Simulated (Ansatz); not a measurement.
Input file:

```yaml
crystal:
  periodic: [false, false, false]
  atoms:
    - {symbol: B, position_ang: [0.000000, 0.000000, 0.483273]}
    - {symbol: H, position_ang: [0.000000, 0.000000, -2.145727]}
    - {symbol: H, position_ang: [0.000000, 0.000000, 1.662454]}
basis:
  gaussian: {orbitals: cc-pVQZ}
total_charge: 1
correlation: {method: fci, electrons: outside_noble_gas}
```

```sh
$ ansatz run in.yaml --threads 2 --pin off --events-out ev --progress --plain --max-ram 24576MiB --backend cuda --devices 0, --max-vram 18GiB
```

Log:

```
1324 factors; integrals over basis functions are off by at most 2.3e-7 eV
mean field evaluation 1: about -686.7667 eV, gradient 1.0e1 eV
mean field evaluation 2: about -686.7663 eV, gradient 1.0e1 eV
mean field evaluation 4: about -687.6181 eV, gradient 1.2e0 eV
mean field evaluation 8: about -687.6300 eV, gradient 3.0e-4 eV
mean field -687.62996589 eV, -25.2699351542 hartree, gradient 6.2e-7 eV, S^2 0.000000; 0 other end points of the search recorded, 0 dependent functions left out; unrestricted orbitals would lower it
mean field evaluation 16: about -687.9157 eV, gradient 7.8e0 eV
unrestricted determinant -689.26859633 eV, -25.3301537122 hartree, S^2 0.8887
1 core orbitals not correlated: weight in the atoms' cores, before any rotation towards them, 1.000 or more for the frozen orbitals, at most 0.000 for the correlated occupied ones
reference -687.62996589 eV, -25.2699351542 hartree; 2, 2 occupied and 112, 112 virtual orbitals, 1324 factors
state -691.25109018 eV, -25.4030090174 hartree
Total energy: -691.25109018 eV, -25.4030090174 hartree
```

Natural occupations: 1.9454 1.6384 0.3404 0.0202 0.0202 0.0149 0.0048 0.0048 0.0048 0.0014 0.0011 0.0008 0.0008 0.0003 0.0002 0.0002 0.0002 0.0002 0.0002 0.0001 0.0001 0.0001 0.0001 0.0001.

Ran on 2 threads of AMD EPYC 7R13 with a shared H100 80 GB, shared host: 55 s wall, 2.3 GiB peak host memory.
